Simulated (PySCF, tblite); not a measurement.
# C₃H₃FO: geometry, infrared bands, NMR shifts and spin-spin couplings

Wanted: the infrared bands, NMR shifts and spin-spin couplings of C₃H₃FO (`C=CC(=O)F`), by calculation.

The runs use tblite 0.8.0 and PySCF 2.14.0, with density-fitted response routines of our own; the level of theory stands in each step. All values are computed, except where a source is named. Atoms count from 0, in the outputs and in this text.

### Step 1. The molecule as given

8 atoms, charge 0, multiplicity 1; geometry from: force field or distance geometry start.

Bonds of the start (Å): C0–C1 1.33, C1–C2 1.44, C2–O3 1.28, C2–F4 1.35, C0–H5 1.08, C0–H6 1.08, C1–H7 1.12.

### Step 2. Relaxing the molecule with GFN2-xTB

What the job is given:

```
{"job": {"kind": "relax", "xc": "GFN2-xTB", "basis": "xTB"}, "charge": 0, "multiplicity": 1}
C      1.208500     0.155900    -0.254500
C      0.108200    -0.060400     0.459800
C     -1.222400    -0.109500    -0.096200
O     -1.467000     0.076000    -1.334100
F     -2.252800    -0.342600     0.741900
H      1.180200     0.328700    -1.323800
H      2.177000     0.179700     0.230300
H      0.277300    -0.218400     1.552000
```

Command:

```console
> OMP_NUM_THREADS=1 python probes_run.py task.json out
```

This one command runs all jobs of the session in turn.

**Question.** This job is followed by: GFN2-xTB harmonic vibrations, gas phase; GIAO PBE0/pcSseg-1 NMR shielding, non-relativistic, gas phase; B3LYP/pcJ-1 indirect spin-spin coupling, non-relativistic, gas phase. Predict these results of the whole session: strongest single infrared mode (GFN2-xTB); zero-point energy (GFN2-xTB); 13C shifts against TMS (PBE0/pcSseg-1); 1H shifts against TMS (PBE0/pcSseg-1); 17O shifts against H2O (PBE0/pcSseg-1); 19F shifts against CFCl3 (PBE0/pcSseg-1); surface potential, 1st and 99th percentile; largest coupling of the table (B3LYP/pcJ-1).

**Answer**, as computed:

| quantity | value |
| --- | --- |
| strongest single infrared mode (GFN2-xTB) | 1836 cm⁻¹, 360 km/mol |
| zero-point energy (GFN2-xTB) | 32.8 kcal/mol |
| 13C shifts against TMS (PBE0/pcSseg-1) | 165.5, 149.9, 131.8 ppm |
| 1H shifts against TMS (PBE0/pcSseg-1) | 7.28, 6.63, 6.30 ppm |
| 17O shifts against H2O (PBE0/pcSseg-1) | 429.5 ppm |
| 19F shifts against CFCl3 (PBE0/pcSseg-1) | 47.7 ppm |
| surface potential, 1st and 99th percentile | -1.44 V and 1.42 V |
| largest coupling of the table (B3LYP/pcJ-1) | 1J(C,F) C2–F4, -398.1 Hz |

In words: The optimisation took 16 steps and gained 0.377 eV; among the close pairs (by a distance rule), C2–O3 changed most, from 1.275 to 1.183 Å. No mode is imaginary among the 18: a minimum at this level. The strongest single mode, at 1836 cm⁻¹, moves mainly C2 and O3. Unscaled tight-binding wavenumbers are off by several per cent, some by more. Its intensities can rank the bands wrongly. At PBE0/pcSseg-1: The largest span, 618 ppm, is at O3, where the paramagnetic term is -495 ppm. At PBE0/pcSseg-1, counted by nearest atom on the grid, the HOMO lies on C0, C1 about 35 % each; O3 15 %, the LUMO on C0 28 %; C2 20 %. In the run at B3LYP/pcJ-1, the largest coupling of the table is C2–F4, -398.1 Hz, of which the Fermi-contact term gives -358.0 Hz.
